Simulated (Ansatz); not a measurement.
Cartesian coordinates in Å:
```
O 0.1576 -0.3328 1.0148
Si -0.3073 1.0351 0.2457
Cl -0.2256 0.4221 -1.7722
H 0.3753 -1.1243 0.5117
```

Total charge 0; spin multiplicity 1.

(1) List the PBE/def2-TZVPP orbital energies in eV (the Gaussian-basis code of Ansatz). (Estimate.)

## Answers

(1) The calculation gave: Occupied: -2738.91, -1781.20, -511.13, -249.49, -190.14, -190.06, -190.02, -138.67, -95.51, -95.44, -95.31, -25.78, -20.37, -14.30, -11.31, -9.32, -9.25, -8.09, -7.87, -6.52. Lowest empty: -2.82, -0.68, 0.07, 1.01, 3.60, 3.92, 4.23, 4.80.
